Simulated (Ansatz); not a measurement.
The input, for Ansatz 0.2.0:

```yaml
crystal:
  periodic: [false, false, false]
  atoms:
    - {symbol: Al, position_ang: [0.000000, 0.000000, 0.000000]}
    - {symbol: S, position_ang: [0.000000, 0.000000, 2.240800]}
basis:
  gaussian: {orbitals: 6-31G}
total_charge: 1
magnetization: {spin_polarized: false, initial_magnetization: 2}
correlation: {method: ccsdtq, electrons: outside_noble_gas}
```

```sh
$ ansatz run in.yaml --threads 1 --pin off --events-out ev --progress --plain --max-ram 2393MiB
```

Log:

```
496 factors; integrals over basis functions are off by at most 7.4e-8 eV
mean field evaluation 1: about -17388.6205 eV, gradient 1.7e1 eV
mean field evaluation 2: about -17388.6246 eV, gradient 1.7e1 eV
mean field evaluation 4: about -17390.6732 eV, gradient 1.6e0 eV
mean field evaluation 8: about -17390.7355 eV, gradient 2.1e-1 eV
mean field evaluation 16: about -17388.9551 eV, gradient 1.6e1 eV
mean field evaluation 32: about -17390.6557 eV, gradient 3.1e0 eV
mean field evaluation 64: about -17390.0379 eV, gradient 1.6e-4 eV
mean field evaluation 96: about -17387.8949 eV, gradient 1.7e-2 eV
mean field evaluation 128: about -17387.8949 eV, gradient 1.9e-3 eV
mean field evaluation 160: about -17386.6830 eV, gradient 1.9e-1 eV
...
cycle  14  -2.04270975 eV  change   -4.6e-5 eV  update   5.2e-5
cycle  15  -2.04273592 eV  change   -2.6e-5 eV  update   2.2e-5
cycle  16  -2.04273719 eV  change   -1.3e-6 eV  update   9.1e-6
cycle  17  -2.04273407 eV  change    3.1e-6 eV  update   6.0e-6
cycle  18  -2.04273083 eV  change    3.2e-6 eV  update   4.0e-6
cycle  19  -2.04272976 eV  change    1.1e-6 eV  update   2.2e-6
cycle  20  -2.04272959 eV  change    1.7e-7 eV  update   1.5e-6
cycle  21  -2.04273031 eV  change   -7.1e-7 eV  update   9.0e-7
cycle  22  -2.04273105 eV  change   -7.4e-7 eV  update   6.1e-7
cycle  23  -2.04273110 eV  change   -4.5e-8 eV  update   4.0e-7
Total energy: -17392.78147976 eV, -639.1729301304 hartree
```

For the same geometry and basis full CI lies 0.5 meV higher.

Ran on 1 thread of Intel Xeon Platinum 8488C, shared host: 18 s wall, 0.23 GiB peak host memory.
